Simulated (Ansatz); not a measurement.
Relaxed structures of CH5NSi, singlet (PBE0-D4/def2-TZVP; forces vanish, vibrations not checked; lower isomers may exist, and structures with a doubtful reference or unclear bonds are left out; Å). Ansatz 0.2.0; basis: def2-TZVPP; cores frozen in the correlated methods.

(1) Rank them by CCSD(T) energy, lowest first, and give each one's height above the lowest. Links in brackets join atoms within 1.22 times the sum of their covalent radii (1.1 for two metals). (Judge from chemistry; the value comes from the calculation.)
A.
CH₅NSi ([CH3][NH][SiH])
```
8
angstrom
C -0.6207 0.9486 -0.5719
N 0.5456 0.1274 -0.3305
Si 0.6321 -1.1545 0.7930
H -0.9649 0.8685 -1.6079
H -0.4236 2.0041 -0.3590
H -1.4323 0.6180 0.0805
H 2.0919 -1.4803 0.4588
H 1.3378 0.3813 -0.9020
```
B.
CH₅NSi ([CH3][N][SiH2])
```
8
angstrom
C -0.6500 0.9178 -0.5799
N 0.4544 0.0481 -0.3572
Si 0.8443 -1.1021 0.6538
H -1.0367 0.7768 -1.5963
H -0.3192 1.9620 -0.5271
H -1.4910 0.7981 0.1172
H 2.1565 -1.7589 0.4990
H 0.0416 -1.6417 1.7904
```
C.
CH₅NSi ([CH3][Si][NH2])
```
8
angstrom
C -0.6708 0.9094 -0.5568
N 0.8674 -1.0606 0.5924
Si 1.0115 0.0317 -0.7135
H -1.2209 0.8028 -1.4989
H -0.5041 1.9855 -0.4313
H -1.3101 0.5601 0.2593
H 1.6006 -1.7126 0.8229
H 0.0753 -1.1428 1.2139
```
D.
CH₅NSi ([CH2][N][SiH3])
```
8
angstrom
C -0.4185 0.9509 -0.2366
N 0.5186 0.1546 -0.4984
Si 0.8057 -1.3297 0.3695
H 0.7293 -2.4493 -0.6007
H -0.5441 1.8692 -0.8222
H -1.1572 0.7978 0.5670
H 2.1711 -1.2664 0.9459
H -0.1889 -1.5482 1.4637
```

T1 diagnostic: at most 0.017. The restricted Hartree–Fock reference is unstable towards an unrestricted one at one or more of these structures.

Answers

(1) By the calculation: C (0.00 kcal/mol), D (14.14 kcal/mol), A (16.76 kcal/mol), B (34.28 kcal/mol). Heights count from the lowest.

For scale, one of the runs: CCSD(T)/def2-TZVPP, 174 basis functions, launched by `ansatz run in.yaml --threads 2 --pin off --events-out ev --progress --plain --max-ram 4352MiB`. Time: 7.5 s of wall clock on 2 CPU threads of an AMD EPYC 9R45; the host was shared. Peak host memory: 1.5 GiB.
